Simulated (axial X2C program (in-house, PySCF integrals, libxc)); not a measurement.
**Testing model relations on P₂⁻**

A bond curve at the CCSD(T) level, two-component, was computed with an axial X2C code built on PySCF integrals (basis P dyall-av3z [9s8p3d2f] (cores contracted in-house)) for the state Ω = 1/2 (⟨Sz⟩ = -0.50, ⟨Lz⟩ = 1.00 at HF). Its fit gives Re = 2.0008 Å, ωe = 652.5 cm⁻¹, ωexe = 2.55 cm⁻¹ and αe = 1.446e-03 cm⁻¹; the masses are 30.9738 and 30.9738 u. Two-component means X2C with spin–orbit coupling and atomic mean-field Coulomb and Gaunt terms.

Correlated methods: 11 electrons correlated (number of frozen shells: P 2 s, 1 p), 201 virtual spin orbitals or spinors in MP2, 90 natural virtuals in coupled cluster.

(1) Find the reduced mass, Be and the force constant.

(2) Estimate De from a Morse curve and compare with the computed well depth of 4.521 eV to P- + P.

(3) A Morse curve ties αe to the other constants (Pekeris). How well does that hold?

(4) Where do the fundamental and the first overtone lie?

(5) Estimate the centrifugal constant by the Kratzer relation.

The state is a single determinant with fixed occupations, the lowest that a limited PBE0 search found. Dissociation energies refer to the lowest single-determinant-based atoms at the same level and basis. CCSD and (T) use frozen natural virtuals with an MP2 correction for the truncation; (T) itself is uncorrected, so its De runs slightly low.

## Answers

(1) From the CCSD(T) values: μ = 15.4869 u. Be = 16.8576/(μ Re²) = 0.2719 cm⁻¹. k = 5.8918×10⁻⁷ μ ωe² = 3.88 mdyn/Å.

(2) De(Morse) = ωe²/(4ωexe) = 5.175 eV against 4.521 eV computed, a ratio of 1.14. For De the Morse form works well here.

(3) αe(Morse) = 6Be²/ωe × (√(ωexe/Be) − 1) = 1.402e-03 cm⁻¹; the CCSD(T) curve gives 1.446e-03 cm⁻¹, a ratio of 0.97.

(4) ν(1←0) = ωe − 2ωexe = 647.4 cm⁻¹; ν(2←0) = 2ωe − 6ωexe = 1289.7 cm⁻¹.

(5) D = 4Be³/ωe² = 1.89e-07 cm⁻¹.
